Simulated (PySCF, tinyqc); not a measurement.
Worked calculation: coupled-perturbed Hartree-Fock on RHF in the sto-3g basis, for CH2, spin multiplicity 1. The lowest restricted solution is unstable here: a spin-polarised one lies 0.0445 hartree lower (PySCF). Computed by tinyqc, a small Python program that keeps every step (integrals from PySCF). Settings: charge = 0, multiplicity = 1, basis = sto-3g, method = RHF, energy threshold = 1e-10, iteration cap = 77, orthogonalisation = symmetric, start = atomic densities, DIIS depth = 6. Command: `OMP_NUM_THREADS=1 python tinyqc.py 30803 30804 out.jsonl` (the two numbers bound the seeds that draw the settings). One thread of a shared host (Intel(R) Xeon(R) Processor @ 2.60GHz), about 0.2 s of CPU time with the checks. The early iterations of the SCF are left out here.

## One-electron integrals

Geometry (angstrom):

| atom | x | y | z |
|---|---|---|---|
| C | 0.000000 | 0.000000 | 0.000000 |
| H | 0.000000 | 1.040000 | 0.497000 |
| H | 0.000000 | -1.040000 | 0.497000 |

Basis sto-3g: exponents (1/bohr^2) and contraction coefficients of normalised primitives:

| element | l (shell) | exponent | coefficient |
|---|---|---|---|
| C | s (1) | 71.616837 | 0.154329 |
| C | s (1) | 13.045096 | 0.535328 |
| C | s (1) | 3.530512 | 0.444635 |
| C | s (2) | 2.941249 | -0.099967 |
| C | s (2) | 0.683483 | 0.399513 |
| C | s (2) | 0.222290 | 0.700115 |
| C | p (3) | 2.941249 | 0.155916 |
| C | p (3) | 0.683483 | 0.607684 |
| C | p (3) | 0.222290 | 0.391957 |
| H | s (1) | 3.425251 | 0.154329 |
| H | s (1) | 0.623914 | 0.535328 |
| H | s (1) | 0.168855 | 0.444635 |

Overlap, kinetic and nuclear-attraction integrals over the contracted functions; the nuclear repulsion is the sum of Za Zb / Rab.

nuclear repulsion = 5.76355180 hartree

overlap S:
```
           1C 1s     1C 2s    1C 2px     1C 2py    1C 2pz     2H 1s      3H 1s
1C 1s   1.000000  0.248362  0.000000   0.000000  0.000000  0.053811   0.053811
1C 2s   0.248362  1.000000  0.000000   0.000000  0.000000  0.455311   0.455311
1C 2px  0.000000  0.000000  1.000000   0.000000  0.000000  0.000000   0.000000
1C 2py  0.000000  0.000000  0.000000   1.000000  0.000000  0.401499  -0.401499
1C 2pz  0.000000  0.000000  0.000000   0.000000  1.000000  0.191870   0.191870
2H 1s   0.053811  0.455311  0.000000   0.401499  0.191870  1.000000   0.104397
3H 1s   0.053811  0.455311  0.000000  -0.401499  0.191870  0.104397   1.000000
```

kinetic energy T (hartree):
```
            1C 1s      1C 2s    1C 2px     1C 2py    1C 2pz      2H 1s      3H 1s
1C 1s   15.891122  -0.085890  0.000000   0.000000  0.000000  -0.011976  -0.011976
1C 2s   -0.085890   0.472250  0.000000   0.000000  0.000000   0.087573   0.087573
1C 2px   0.000000   0.000000  1.477728   0.000000  0.000000   0.000000   0.000000
1C 2py   0.000000   0.000000  0.000000   1.477728  0.000000   0.202206  -0.202206
1C 2pz   0.000000   0.000000  0.000000   0.000000  1.477728   0.096631   0.096631
2H 1s   -0.011976   0.087573  0.000000   0.202206  0.096631   0.760032  -0.010876
3H 1s   -0.011976   0.087573  0.000000  -0.202206  0.096631  -0.010876   0.760032
```

nuclear attraction V (hartree):
```
             1C 1s      1C 2s     1C 2px     1C 2py     1C 2pz      2H 1s      3H 1s
1C 1s   -34.570931  -4.420273   0.000000   0.000000  -0.013060  -0.973885  -0.973885
1C 2s    -4.420273  -6.088533   0.000000   0.000000  -0.137292  -2.325429  -2.325429
1C 2px    0.000000   0.000000  -5.970602   0.000000   0.000000   0.000000   0.000000
1C 2py    0.000000   0.000000   0.000000  -6.156252   0.000000  -1.897372   1.897372
1C 2pz   -0.013060  -0.137292   0.000000   0.000000  -6.013000  -0.934819  -0.934819
2H 1s    -0.973885  -2.325429   0.000000  -1.897372  -0.934819  -4.189166  -0.498563
3H 1s    -0.973885  -2.325429   0.000000   1.897372  -0.934819  -0.498563  -4.189166
```

core Hamiltonian H = T + V (hartree):
```
             1C 1s      1C 2s     1C 2px     1C 2py     1C 2pz      2H 1s      3H 1s
1C 1s   -18.679809  -4.506163   0.000000   0.000000  -0.013060  -0.985861  -0.985861
1C 2s    -4.506163  -5.616283   0.000000   0.000000  -0.137292  -2.237856  -2.237856
1C 2px    0.000000   0.000000  -4.492874   0.000000   0.000000   0.000000   0.000000
1C 2py    0.000000   0.000000   0.000000  -4.678524   0.000000  -1.695167   1.695167
1C 2pz   -0.013060  -0.137292   0.000000   0.000000  -4.535272  -0.838188  -0.838188
2H 1s    -0.985861  -2.237856   0.000000  -1.695167  -0.838188  -3.429134  -0.509439
3H 1s    -0.985861  -2.237856   0.000000   1.695167  -0.838188  -0.509439  -3.429134
```

## Two-electron integrals

Functions are numbered as in S; the eight-fold symmetry (ij|kl) = (ji|kl) = (kl|ij) leaves the list below.

Two-electron integrals (ij|kl) in chemists' order, unique and non-zero (hartree):
```
(11|11) 3.541948    (21|11) 0.576921    (21|21) 0.111888    (22|11) 0.854682
(22|21) 0.205284    (22|22) 0.624709    (31|31) 0.020296    (32|31) 0.030858
(32|32) 0.137996    (33|11) 0.852436    (33|21) 0.205335    (33|22) 0.624568
(33|33) 0.672833    (41|41) 0.020296    (42|41) 0.030858    (42|42) 0.137996
(43|43) 0.036269    (44|11) 0.852436    (44|21) 0.205335    (44|22) 0.624568
(44|33) 0.600295    (44|44) 0.672833    (51|51) 0.020296    (52|51) 0.030858
(52|52) 0.137996    (53|53) 0.036269    (54|54) 0.036269    (55|11) 0.852436
(55|21) 0.205335    (55|22) 0.624568    (55|33) 0.600295    (55|44) 0.600295
(55|55) 0.672833    (61|11) 0.125779    (61|21) 0.024247    (61|22) 0.044408
(61|33) 0.044255    (61|41) 0.001338    (61|42) 0.002491    (61|44) 0.044641
(61|51) 0.000640    (61|52) 0.001191    (61|54) 0.000184    (61|55) 0.044343
(61|61) 0.005373    (62|11) 0.301373    (62|21) 0.073351    (62|22) 0.245566
(62|33) 0.239681    (62|41) 0.006303    (62|42) 0.043413    (62|44) 0.253868
(62|51) 0.003012    (62|52) 0.020746    (62|54) 0.006780    (62|55) 0.242921
(62|61) 0.016584    (62|62) 0.126475    (63|31) 0.007464    (63|32) 0.039346
(63|43) 0.008494    (63|53) 0.004059    (63|63) 0.015559    (64|11) 0.231537
(64|21) 0.057084    (64|22) 0.202637    (64|33) 0.192418    (64|41) 0.011741
(64|42) 0.072603    (64|44) 0.220357    (64|51) 0.002044    (64|52) 0.015893
(64|54) 0.009292    (64|55) 0.194919    (64|61) 0.013514    (64|62) 0.123975
(64|64) 0.134881    (65|11) 0.110648    (65|21) 0.027279    (65|22) 0.096837
(65|33) 0.091954    (65|41) 0.002044    (65|42) 0.015893    (65|44) 0.097186
(65|51) 0.008440    (65|52) 0.046941    (65|54) 0.010995    (65|55) 0.101267
(65|61) 0.006458    (65|62) 0.059246    (65|64) 0.057022    (65|65) 0.042809
(66|11) 0.450825    (66|21) 0.111604    (66|22) 0.424623    (66|33) 0.402065
(66|41) 0.012097    (66|42) 0.111719    (66|44) 0.456742    (66|51) 0.005781
(66|52) 0.053389    (66|54) 0.026129    (66|55) 0.414551    (66|61) 0.025606
(66|62) 0.276096    (66|64) 0.298970    (66|65) 0.142873    (66|66) 0.774606
(71|11) 0.125779    (71|21) 0.024247    (71|22) 0.044408    (71|33) 0.044255
(71|41) -0.001338   (71|42) -0.002491   (71|44) 0.044641    (71|51) 0.000640
(71|52) 0.001191    (71|54) -0.000184   (71|55) 0.044343    (71|61) 0.005185
(71|62) 0.015466    (71|64) 0.011486    (71|65) 0.006032    (71|66) 0.023368
(71|71) 0.005373    (72|11) 0.301373    (72|21) 0.073351    (72|22) 0.245566
(72|33) 0.239681    (72|41) -0.006303   (72|42) -0.043413   (72|44) 0.253868
(72|51) 0.003012    (72|52) 0.020746    (72|54) -0.006780   (72|55) 0.242921
(72|61) 0.015466    (72|62) 0.088045    (72|64) 0.062529    (72|65) 0.040050
(72|66) 0.148199    (72|71) 0.016584    (72|72) 0.126475    (73|31) 0.007464
(73|32) 0.039346    (73|43) -0.008494   (73|53) 0.004059    (73|63) 0.010028
(73|73) 0.015559    (74|11) -0.231537   (74|21) -0.057084   (74|22) -0.202637
(74|33) -0.192418   (74|41) 0.011741    (74|42) 0.072603    (74|44) -0.220357
(74|51) -0.002044   (74|52) -0.015893   (74|54) 0.009292    (74|55) -0.194919
(74|61) -0.011486   (74|62) -0.062529   (74|64) -0.035626   (74|65) -0.027905
(74|66) -0.098428   (74|71) -0.013514   (74|72) -0.123975   (74|74) 0.134881
(75|11) 0.110648    (75|21) 0.027279    (75|22) 0.096837    (75|33) 0.091954
(75|41) -0.002044   (75|42) -0.015893   (75|44) 0.097186    (75|51) 0.008440
(75|52) 0.046941    (75|54) -0.010995   (75|55) 0.101267    (75|61) 0.006032
(75|62) 0.040050    (75|64) 0.027905    (75|65) 0.027873    (75|66) 0.071369
(75|71) 0.006458    (75|72) 0.059246    (75|74) -0.057022   (75|75) 0.042809
(76|11) 0.064015    (76|21) 0.015600    (76|22) 0.053439    (76|33) 0.052194
(76|44) 0.054047    (76|51) 0.001096    (76|52) 0.007862    (76|55) 0.054025
(76|61) 0.003425    (76|62) 0.023951    (76|64) 0.020481    (76|65) 0.012358
(76|66) 0.047899    (76|71) 0.003425    (76|72) 0.023951    (76|74) -0.020481
(76|75) 0.012358    (76|76) 0.005549    (77|11) 0.450825    (77|21) 0.111604
(77|22) 0.424623    (77|33) 0.402065    (77|41) -0.012097   (77|42) -0.111719
(77|44) 0.456742    (77|51) 0.005781    (77|52) 0.053389    (77|54) -0.026129
(77|55) 0.414551    (77|61) 0.023368    (77|62) 0.148199    (77|64) 0.098428
(77|65) 0.071369    (77|66) 0.253776    (77|71) 0.025606    (77|72) 0.276096
(77|74) -0.298970   (77|75) 0.142873    (77|76) 0.047899    (77|77) 0.774606
```

## Orthogonalisation

S = U s U^T; symmetric (Loewdin) form X = U s^(-1/2) U^T, so that X^T S X = 1.

eigenvalues of S: 0.329971  0.377602  0.889248  1.000000  1.075598  1.518000  1.809580

X:
```
            1C 1s      1C 2s    1C 2px     1C 2py     1C 2pz      2H 1s      3H 1s
1C 1s    1.026876  -0.151775  0.000000   0.000000  -0.009247   0.025039   0.025039
1C 2s   -0.151775   1.253111  0.000000   0.000000   0.094243  -0.310224  -0.310224
1C 2px   0.000000   0.000000  1.000000   0.000000   0.000000   0.000000   0.000000
1C 2py   0.000000   0.000000  0.000000   1.182162   0.000000  -0.287188   0.287188
1C 2pz  -0.009247   0.094243  0.000000   0.000000   1.038809  -0.128208  -0.128208
2H 1s    0.025039  -0.310224  0.000000  -0.287188  -0.128208   1.223468  -0.033368
3H 1s    0.025039  -0.310224  0.000000   0.287188  -0.128208  -0.033368   1.223468
```

## Iteration 8 (converged): orbitals

converged F (hartree):
```
             1C 1s      1C 2s    1C 2px     1C 2py     1C 2pz      2H 1s      3H 1s
1C 1s   -10.971181  -2.951023  0.000000   0.000000  -0.024707  -0.652605  -0.652605
1C 2s    -2.951023  -1.425488  0.000000   0.000000  -0.065602  -0.654108  -0.654108
1C 2px    0.000000   0.000000  0.244920   0.000000   0.000000   0.000000   0.000000
1C 2py    0.000000   0.000000  0.000000  -0.226604   0.000000  -0.378450   0.378450
1C 2pz   -0.024707  -0.065602  0.000000   0.000000  -0.217798  -0.219238  -0.219238
2H 1s    -0.652605  -0.654108  0.000000  -0.378450  -0.219238  -0.435872  -0.161030
3H 1s    -0.652605  -0.654108  0.000000   0.378450  -0.219238  -0.161030  -0.435872
```

Diagonalise F' = X^T F X, C = X C', fill 4 alpha and 4 beta electrons from the bottom; D = 2 C_occ C_occ^T. Each column has its largest component positive (the first on a tie).

F' = X^T F X (hartree):
```
            1          2         3          4          5          6          7
1  -10.739274  -1.559763  0.000000   0.000000  -0.043531  -0.080389  -0.080389
2   -1.559763  -0.580398  0.000000   0.000000   0.107680  -0.416173  -0.416173
3    0.000000   0.000000  0.244920   0.000000   0.000000   0.000000   0.000000
4    0.000000   0.000000  0.000000   0.151922   0.000000  -0.448585   0.448585
5   -0.043531   0.107680  0.000000   0.000000  -0.130166  -0.222141  -0.222141
6   -0.080389  -0.416173  0.000000  -0.448585  -0.222141   0.018868  -0.056005
7   -0.080389  -0.416173  0.000000   0.448585  -0.222141  -0.056005   0.018868
```

orbital energies (hartree): MO1 -10.977118, MO2 -0.793490, MO3 -0.522166, MO4 -0.263738, MO5 0.244920, MO6 0.547372, MO7 0.748961

coefficients C:
```
              MO1        MO2        MO3        MO4       MO5        MO6        MO7
1C 1s    0.993142  -0.220612   0.000000   0.113500  0.000000  -0.175974   0.000000
1C 2s    0.029291   0.692008   0.000000  -0.520191  0.000000   1.021935   0.000000
1C 2px   0.000000   0.000000   0.000000   0.000000  1.000000   0.000000   0.000000
1C 2py   0.000000   0.000000   0.514420   0.000000  0.000000   0.000000   1.139224
1C 2pz   0.004732   0.133547   0.000000   0.841569  0.000000   0.628387   0.000000
2H 1s   -0.006479   0.275671   0.450362   0.207498  0.000000  -0.838081  -0.818211
3H 1s   -0.006479   0.275671  -0.450362   0.207498  0.000000  -0.838081   0.818211
```

D after iteration 8:
```
            1C 1s      1C 2s    1C 2px     1C 2py     1C 2pz      2H 1s      3H 1s
1C 1s    2.095767  -0.365234  0.000000   0.000000   0.141510  -0.087399  -0.087399
1C 2s   -0.365234   1.500664  0.000000   0.000000  -0.690446   0.165276   0.165276
1C 2px   0.000000   0.000000  0.000000   0.000000   0.000000   0.000000   0.000000
1C 2py   0.000000   0.000000  0.000000   0.529256   0.000000   0.463351  -0.463351
1C 2pz   0.141510  -0.690446  0.000000   0.000000   1.452193   0.422816   0.422816
2H 1s   -0.087399   0.165276  0.000000   0.463351   0.422816   0.643835  -0.167468
3H 1s   -0.087399   0.165276  0.000000  -0.463351   0.422816  -0.167468   0.643835
```

## Convergence

Stop when the energy changes by less than 1e-10 hartree and every element of the error matrix X^T (F D S - S D F) X is below 3e-06.

Course of the cycle:

| iteration | E (hartree) | change | largest element of the error matrix |
|---|---|---|---|
| 1 | -38.20482046 | - | 7.44e-01 |
| 2 | -38.33698668 | -1.32e-01 | 4.67e-02 |
| 3 | -38.34208639 | -5.10e-03 | 2.19e-02 |
| 4 | -38.34317190 | -1.09e-03 | 5.79e-03 |
| 5 | -38.34325613 | -8.42e-05 | 2.91e-04 |
| 6 | -38.34325638 | -2.44e-07 | 3.54e-05 |
| 7 | -38.34325638 | -1.57e-09 | 1.59e-06 |
| 8 | -38.34325638 | -2.86e-12 | 1.40e-08 |

PySCF RHF in the same basis = -38.34325638 hartree

Converged in 8 iterations.

## Integrals over molecular orbitals

(pq|rs) = sum C_ip C_jq C_kr C_ls (ij|kl), one index at a time.

one-electron integrals over orbitals h = C^T H C (hartree):
```
            1          2          3          4          5          6          7
1  -18.664886   0.360145   0.000000  -0.168131   0.000000   0.270577   0.000000
2    0.360145  -4.518117   0.000000   0.182276   0.000000  -0.806148   0.000000
3    0.000000   0.000000  -3.993362   0.000000   0.000000   0.000000  -0.902487
4   -0.168131   0.182276   0.000000  -4.373932   0.000000  -0.354190   0.000000
5    0.000000   0.000000   0.000000   0.000000  -4.492874   0.000000   0.000000
6    0.270577  -0.806148   0.000000  -0.354190   0.000000  -3.469453   0.000000
7    0.000000   0.000000  -0.902487   0.000000   0.000000   0.000000  -3.660796
```

Two-electron integrals over orbitals (pq|rs), unique and non-zero (hartree):
```
(11|11) 3.507026    (21|11) -0.293394   (21|21) 0.039018    (22|11) 0.714199
(22|21) -0.007823   (22|22) 0.536201    (31|31) 0.007206    (32|31) 0.012952
(32|32) 0.146398    (33|11) 0.596922    (33|21) -0.002663   (33|22) 0.505885
(33|33) 0.518615    (41|11) 0.147442    (41|21) -0.016660   (41|22) 0.013457
(41|33) 0.005509    (41|41) 0.025729    (42|11) -0.075828   (42|21) 0.006825
(42|22) 0.021818    (42|33) 0.018213    (42|41) 0.015219    (42|42) 0.078132
(43|31) -0.002105   (43|32) 0.022142    (43|43) 0.030068    (44|11) 0.815226
(44|21) -0.012715   (44|22) 0.505904    (44|33) 0.465319    (44|41) -0.012523
(44|42) -0.083381   (44|44) 0.671226    (51|51) 0.021713    (52|51) 0.023684
(52|52) 0.090990    (53|53) 0.019713    (54|51) -0.011806   (54|52) -0.035308
(54|54) 0.048400    (55|11) 0.851986    (55|21) -0.009398   (55|22) 0.543299
(55|33) 0.479095    (55|41) 0.004223    (55|42) -0.040478   (55|44) 0.584926
(55|55) 0.672833    (61|11) -0.230442   (61|21) 0.032599    (61|22) -0.001587
(61|33) -0.000261   (61|41) -0.004941   (61|42) 0.013683    (61|44) -0.017628
(61|55) -0.006211   (61|61) 0.031629    (62|11) 0.243014    (62|21) -0.006101
(62|22) 0.077900    (62|33) 0.020296    (62|41) 0.013838    (62|42) 0.003245
(62|44) 0.082261    (62|55) 0.124340    (62|61) 0.000526    (62|62) 0.097193
(63|31) 0.000955    (63|32) -0.075659   (63|43) -0.026956   (63|63) 0.090540
(64|11) 0.096666    (64|21) 0.000601    (64|22) 0.036496    (64|33) 0.006120
(64|41) 0.006331    (64|42) 0.005954    (64|44) 0.046975    (64|55) 0.046280
(64|61) 0.003798    (64|62) 0.050252    (64|64) 0.033208    (65|51) 0.017203
(65|52) 0.057948    (65|54) -0.012719   (65|65) 0.044971    (66|11) 0.662931
(66|21) -0.005895   (66|22) 0.518846    (66|33) 0.503587    (66|41) 0.020624
(66|42) 0.056040    (66|44) 0.449334    (66|55) 0.491267    (66|61) 0.004221
(66|62) 0.049058    (66|64) 0.025147    (66|66) 0.553741    (71|31) 0.012755
(71|32) 0.020770    (71|43) -0.003978   (71|63) 0.001485    (71|71) 0.022695
(72|31) 0.009066    (72|32) 0.002798    (72|43) -0.027658   (72|63) 0.046489
(72|71) 0.014941    (72|72) 0.054074    (73|11) 0.256867    (73|21) -0.005902
(73|22) 0.064604    (73|33) 0.031391    (73|41) -0.000637   (73|42) -0.050029
(73|44) 0.126879    (73|55) 0.129415    (73|61) -0.006149   (73|62) 0.077034
(73|64) 0.036726    (73|66) 0.006995    (73|73) 0.115575    (74|31) -0.007746
(74|32) -0.064955   (74|43) 0.010051    (74|63) 0.037890    (74|71) -0.013322
(74|72) -0.009221   (74|74) 0.055371    (75|53) 0.018744    (75|75) 0.022805
(76|31) 0.009180    (76|32) 0.117482    (76|43) 0.032571    (76|63) -0.084453
(76|71) 0.015043    (76|72) -0.022893   (76|74) -0.049277   (76|76) 0.119923
(77|11) 0.760460    (77|21) -0.009681   (77|22) 0.518470    (77|33) 0.520647
(77|41) 0.003273    (77|42) -0.012938   (77|44) 0.529159    (77|55) 0.530106
(77|61) -0.007789   (77|62) 0.042328    (77|64) 0.013595    (77|66) 0.511250
(77|73) 0.070553    (77|77) 0.566022
```

## Response to a field: uncoupled start

dipole integrals <a|y|i> (bohr):
```
          i1         i2         i3         i4
a5  0.000000   0.000000   0.000000   0.000000
a6  0.000000   0.000000  -1.140173   0.000000
a7  0.085127  -0.353989   0.000000  -0.678669
```

Field along y; U_ai = -mu_ai / (e_a - e_i), alpha = -4 sum U_ai mu_ai.

uncoupled U:
```
           i1        i2        i3        i4
a5   0.000000  0.000000  0.000000  0.000000
a6   0.000000  0.000000  1.066043  0.000000
a7  -0.007260  0.229498  0.000000  0.670159
```

uncoupled polarisability = 7.008584 bohr^3

## Coupled step 1

U_ai = -(mu_ai + sum_bj [4 (ai|bj) - (ab|ij) - (aj|bi)] U_bj) / (e_a - e_i); alpha = -4 sum U_ai mu_ai.

U after step 1:
```
           i1        i2        i3        i4
a5   0.000000  0.000000  0.000000  0.000000
a6   0.000000  0.000000  1.247563  0.000000
a7  -0.006549  0.295073  0.000000  0.826837
```

polarisability = 8.354382 bohr^3

## Coupled step 2

As before.

U after step 2:
```
           i1        i2        i3        i4
a5   0.000000  0.000000  0.000000  0.000000
a6   0.000000  0.000000  1.275404  0.000000
a7  -0.006279  0.312696  0.000000  0.869244
```

polarisability = 8.621339 bohr^3

## Coupled polarisability

Repeat until U stops changing; compare with -d2E/dF2.

Course of the coupled iterations:

| step | alpha (bohr^3) |
|---|---|
| 0 | 7.008584 |
| 1 | 8.354382 |
| 2 | 8.621339 |
| 3 | 8.677014 |
| 4 | 8.689534 |
| 5 | 8.692654 |
| 6 | 8.693529 |
| 7 | 8.693804 |
| 8 | 8.693898 |
| 9 | 8.693932 |
| 10 | 8.693945 |
| 11 | 8.693950 |
| 12 | 8.693952 |
| 13 | 8.693953 |
| 14 | 8.693953 |
| 15 | 8.693953 |
| 16 | 8.693953 |
| 17 | 8.693953 |
| 18 | 8.693953 |

coupled polarisability = 8.693953 bohr^3

finite-field check, fields of +/-0.001 au = 8.693954 bohr^3
